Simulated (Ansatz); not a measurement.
CH3Mg (`[CH3][Mg]`) radical. The species carries charge 0 and has multiplicity 2. Correlated methods include outer-core shells of Mg, which these sets cover unevenly.

Z-matrix (Å, degrees):
```
C
Mg 1 2.116
H 1 1.094 2 110.5
H 1 1.094 2 110.5 3 120.0
H 1 1.094 2 110.5 3 -120.0
```

(1) Give the diagnostics of a CCSD(T)/def2-TZVPP run (frozen core, Ansatz). (Best estimate.)

Results:

(1) Computed: T1 = 0.0113, largest single amplitude 0.030, largest double 0.038, (T) share of the correlation energy 2.5 %, 10 CCSD cycles. ⟨S²⟩ of the UHF reference is 0.762 against 0.75 for a pure state. T1 lies under the customary mark of 0.045 for open shells.
